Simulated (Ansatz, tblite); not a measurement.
# The cluster Hg2O: rung by rung

How do method and basis change the picture of the cluster Hg2O (singlet)?

The runs use Ansatz 0.2.0, Gaussian basis; as each input shows.

Plan: GFN1-xTB, GFN2-xTB, PBE-D4/def2-TZVP, r2SCAN-D4/def2-TZVP, HSE06-D4/def2-TZVP, BHLYP-D4/def2-TZVP, ωB97M-V/def2-TZVP, B3LYP-D4/def2-TZVP, r2SCAN0-D4/def2-TZVP, PBE-D4/def2-SVP, PBE0-D4/def2-SVP, PBE0-D4/def2-TZVPD, PBE-D4/def2-TZVPD, r2SCAN-D4/def2-TZVPD, CCSD(T)/def2-TZVPP, MP2/def2-TZVP, RPA/def2-TZVP.

### 1 The relaxed structure

The singlet was relaxed beforehand with PBE-D4/def2-TZVP. At that level it is the lowest of the isomers that a small search found.

3 atoms, charge 0, spin multiplicity 1.

Bond lengths: Hg1–O3 2.050 Å, Hg2–O3 2.050 Å. Angles: Hg1–O3–Hg2 179.9°.

Geometry (Å):

```xyz
3
Hg2O
Hg    1.2645   -0.8282   -1.3850
Hg   -1.2638    0.8293    1.3849
O    -0.0007   -0.0011    0.0000
```

Hg takes a core potential in the def2 sets. No spin-orbit coupling is included.

PBE0-D4/def2-TZVP was run before; its log isn't repeated, and its numbers join the tables.

### 2 GFN1-xTB

Tight binding, by tblite at 300 K electronic temperature and without a spin-polarisation term:

```python
tblite.interface.Calculator('GFN1-xTB', numbers, positions, charge=0, uhf=0).singlepoint()
```

Energy -173.4553 eV, HOMO -11.93 eV, LUMO -10.16 eV; 0.001 s.

### 3 GFN2-xTB

Tight binding, by tblite at 300 K electronic temperature and without a spin-polarisation term:

```python
tblite.interface.Calculator('GFN2-xTB', numbers, positions, charge=0, uhf=0).singlepoint()
```

Energy -153.0643 eV, HOMO -11.88 eV, LUMO -9.34 eV; 0.001 s.

### 4 PBE-D4/def2-TZVP

start.molden holds the orbitals of an earlier run on this state, given as this run's starting guess.

File in.yaml:

```yaml
crystal:
  periodic: [false, false, false]
  atoms:
    - {symbol: Hg, position_ang: [1.264492, -0.828167, -1.384960]}
    - {symbol: Hg, position_ang: [-1.263767, 0.829316, 1.384933]}
    - {symbol: O, position_ang: [-0.000725, -0.001150, 0.000027]}
basis:
  gaussian: {orbitals: def2-TZVP, initial_orbitals: start.molden}
hamiltonian: {xc: pbe, dispersion: d4}
scf: {omitted_lower_state_checks: [starts]}
output: {forces: true, orbitals: {seedname: orbitals}}
```

Run with:

```bash
> ansatz run in.yaml --threads 4 --pin off --events-out ev --progress --plain --max-ram 3916MiB
```

Further steps of the session: r2SCAN-D4/def2-TZVP; HSE06-D4/def2-TZVP; BHLYP-D4/def2-TZVP; ωB97M-V/def2-TZVP; B3LYP-D4/def2-TZVP; r2SCAN0-D4/def2-TZVP; PBE-D4/def2-SVP; PBE0-D4/def2-SVP; PBE0-D4/def2-TZVPD; PBE-D4/def2-TZVPD; r2SCAN-D4/def2-TZVPD; CCSD(T)/def2-TZVPP; MP2/def2-TZVP; RPA/def2-TZVP.

**Question.** What will the summary of the whole plan be? Wanted: gap in def2-TZVP, named functionals, smallest and largest; correlation energy, CCSD(T)/def2-TZVPP; correlation energy, MP2/def2-TZVP; binding an atom, CCSD(T)/def2-TZVPP; PBE0 total energy, smallest basis above largest.

**Answer**, as computed:

```
                                                 quantity                                value
gap in def2-TZVP, named functionals, smallest and largest  1.36 eV (PBE-D4), 5.88 eV (ωB97M-V)
                   correlation energy, CCSD(T)/def2-TZVPP                            -41.69 eV
                        correlation energy, MP2/def2-TZVP                            -31.87 eV
                      binding an atom, CCSD(T)/def2-TZVPP                             0.157 eV
          PBE0 total energy, smallest basis above largest       2.90 eV (def2-SVP, def2-TZVPD)
```

**Reading.** Orbital gaps of the named functionals in def2-TZVP span 1.36 eV (PBE-D4) to 5.88 eV (ωB97M-V); exact exchange widens it. The functionals in def2-TZVP miss CCSD(T)/def2-TZVPP by -0.156 (BHLYP-D4) to +0.389 eV (PBE-D4) an atom. CCSD(T)/def2-TZVPP isn't at the basis-set limit; small misses against it rank nothing.
